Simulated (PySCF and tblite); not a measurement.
Values are calculated unless marked as measured or tabulated.
System: C5H8F (charge +1), numbered as in [CH2:1]=[C:2]([F:3])[C+:4]([CH3:5])[CH3:6].

Motion: rotation about the C2–C4 bond (torsion C1–C2–C4–C5 from 180° to 360°, rising). GFN2-xTB gives an electronic barrier of 13.2 kcal/mol.

The ion is treated without a counter-ion.

PBE0/pcSseg-1 + D3(BJ) on PBE0-D3(BJ)/def2-SVP geometries gives 20.4 kcal/mol and k(298 K) = 0.055 s⁻¹.

Task: What does HF/pcSseg-1 + D3(BJ) give on PBE0-D3(BJ)/def2-SVP geometries?

Result: A barrier of 21.0 kcal/mol, 0.5 above the first HF barrier (from unrounded values) and, with GFN2-xTB thermal terms, ΔG‡(298 K) = 20.1 kcal/mol and k = 0.023 s⁻¹ (2 equivalent paths).

Task: At the first level the ¹³C lines of C5 / C6 span 44 Hz and merge at 382 K (90 MHz). What does the second level predict?

Result: A span of 40 Hz and merging at 391 K.

Programs: tblite and PySCF.
